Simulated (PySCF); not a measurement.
**Orbital energies, ionisation energy and electron affinity**

BTD, C₆H₄N₂S.
Structure used (PBE0-D3(BJ)/def2-SVP), in Å, numbered top down from 1:
```
atom  x, y, z in Å
C1    -1.609    0.748    0.150
C2    -1.703   -0.677    0.091
C3    -0.593   -1.470   -0.041
C4     0.677   -0.835   -0.117
N5     1.862   -1.433   -0.246
S6     2.978   -0.253   -0.278
N7     2.027    1.057   -0.134
C8     0.773    0.610   -0.054
C9    -0.404    1.397    0.081
H10   -2.529    1.329    0.254
H11   -2.691   -1.139    0.153
H12   -0.655   -2.558   -0.087
H13   -0.323    2.484    0.125
```

Level: CAM-B3LYP/def2-SVPD (PySCF). Frontier orbitals with their largest atomic shares (Löwdin; up to four atoms above 4 %):

```
orbital  ε (eV)                          main atoms
 HOMO−3  -10.72  N7 18 %, N5 18 %, C8 14 %, C4 14 %
 HOMO−2  -10.20    N5 40 %, N7 40 %, S6 7 %, C4 5 %
 HOMO−1   -8.83  S6 30 %, C4 13 %, C8 13 %, C1 12 %
   HOMO   -8.33                                   ?
   LUMO   -1.52   S6 23 %, N7 16 %, N5 16 %, C2 8 %
 LUMO+1    1.06  C1 18 %, C2 18 %, C4 13 %, C8 13 %
 LUMO+2    1.11  C3 16 %, C9 16 %, C8 12 %, C4 12 %
```

What vertical ionisation energy does ΔSCF give, and how far is −ε(HOMO) from it?

ΔSCF: 9.00 eV (868 kJ/mol; threshold wavelength 138 nm); ⟨S²⟩ of the doublet left behind is 0.780, against 0.75 for a pure doublet. −ε(HOMO) is 8.33 eV, 0.67 eV below it. In exact Kohn–Sham theory the two would be equal; CAM-B3LYP (range-separated hybrid) falls short of its own ΔSCF value by 7 %.

On which atoms does the HOMO lie?

C3 (aromatic CH carbon) 20 %, C9 (aromatic CH carbon) 20 %, C2 (aromatic CH carbon) 12 %, C1 (aromatic CH carbon) 12 %, so no atom holds as much as 40 %. The HOMO−1 lies 0.50 eV lower.

And the vertical electron affinity, the fundamental gap, Mulliken's electronegativity and the hardness (with the factor ½)?

EA = 0.85 eV by ΔSCF (−ε(LUMO) = 1.52 eV). IE − EA = 8.15 eV against an orbital gap of 6.81 eV; (IE + EA)/2 = 4.92 eV; (IE − EA)/2 = 4.08 eV. Parr's electrophilicity index (IE + EA)²/[8(IE − EA)] is 1.49 eV.

How many of the 10 lowest singlet excitations (vertical TDDFT, same level) lie below the ionisation energy?

All 10; they run from 4.16 to 6.85 eV.

What kinetic energy would electrons from this vertical process carry with Lyman-α light (10.199 eV)?

10.20 − 9.00 = 1.20 eV.

Geometry: PBE0-D3(BJ)/def2-SVP; no solvent, vibrations or thermal averaging.
